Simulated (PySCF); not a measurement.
# CH₃FO, a complex of two parts: interaction energy

An exercise on one series of results from a longer session: the logs are not shown, and one member is left open.

Programs: PySCF 2.14.0. All values are calculated, for the isolated system unless a continuum is named. Atoms count from 0, parts from 1.

### The system as given

6 atoms, charge 0, multiplicity 1; geometry: GFN2-xTB. Parts: 1 = atoms 0–1, `F`, charge 0; 2 = atoms 2–5, `C=O`, charge 0.

The first run:

What the job is given:

```
{"job": {"xc": "PBE0", "basis": "def2-TZVPD", "d3": "d3bj", "grid": 3, "kind": "geom", "shake": 0.01}, "charge": 0, "multiplicity": 1, "parts": [{"atoms": "0-1", "charge": 0, "multiplicity": 1}, {"atoms": "2-5", "charge": 0, "multiplicity": 1}]}
F     -0.341234     0.181192     0.277174
H     -0.225302     0.012860    -0.651830
C     -1.135593     0.553535    -2.922011
O     -0.250032    -0.057905    -2.314556
H     -1.184425     0.521221    -4.019734
H     -1.867485     1.191898    -2.413954
```

On the command line:

```bash
$ OMP_NUM_THREADS=1 python cluster_run.py task.json out
```

The driver reads the jobs from task.json and runs them one after another.

Steps of the session up to this table: Geometry optimisation at PBE0-D3(BJ)/def2-TZVPD; Coupled-cluster interaction energy: CCSD(T) and MP2, 1.68 Å; Coupled-cluster interaction energy: CCSD(T) and MP2, 1.76 Å; Coupled-cluster interaction energy: CCSD(T) and MP2, 1.85 Å; Coupled-cluster interaction energy: CCSD(T) and MP2, 1.60 Å; Coupled-cluster interaction energy: CCSD(T) and MP2, 2.10 Å; Coupled-cluster interaction energy: CCSD(T) and MP2, 1.51 Å; Coupled-cluster interaction energy: CCSD(T) and MP2, 2.52 Å; Coupled-cluster interaction energy: CCSD(T) and MP2, 3.36 Å.

One of the session's tables, all rows but one given; the rest of the session is left out.

It belongs to the step «Coupled-cluster interaction energy: CCSD(T) and MP2, 3.36 Å». 

| method | interaction energy (kcal/mol) |
| --- | --- |
| HF/aug-cc-pVDZ | -1.93 |
| MP2/aug-cc-pVDZ | -1.74 |
| CCSD/aug-cc-pVDZ | ? |
| CCSD(T)/aug-cc-pVDZ | -1.73 |
| HF/aug-cc-pVQZ | -1.91 |
| MP2/aug-cc-pVQZ | -1.76 |
| SCS-MP2/aug-cc-pVQZ | -1.73 |
| MP2, extrapolated | -1.78 |
| CCSD(T), limit estimate | -1.77 |

Q: Estimate the row for CCSD/aug-cc-pVDZ from the others.

**Answer.** interaction energy (kcal/mol): -1.75. In the column «interaction energy (kcal/mol)» it lies between MP2/aug-cc-pVQZ (-1.76) and MP2/aug-cc-pVDZ (-1.74).
